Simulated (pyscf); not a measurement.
Single points on ωB97X-D3(BJ)/def2-SVP structures (PySCF, gas phase).

Q: For `[SiH3][NH][B]([Cl])[Cl]` + `[H][H]` → `[NH2][B]([Cl])[Cl]` + `[SiH4]`, a four-centre exchange (singlet surface; N–Si, H–H broken, H–N, H–Si formed), PBE/def2-TZVP gives ΔE‡ = 2.33 eV and ΔE = +0.11 eV (zero: the separated reactants). In which direction and how far do r²SCAN/def2-TZVP, M06-2X/def2-TZVP, ωB97M-D3(BJ)/def2-TZVP move these?

A: r²SCAN: ΔE‡ = 2.48 eV, ΔE = +0.21 eV; M06-2X: ΔE‡ = 2.75 eV, ΔE = +0.33 eV; ωB97M-D3(BJ): ΔE‡ = 2.62 eV, ΔE = +0.20 eV. PBE's barrier lies under all of them, by 0.15 to 0.42 eV. Its reaction energy lies under all of them, by 0.09 to 0.22 eV. One saddle was located; it need not be the lowest between these sides.
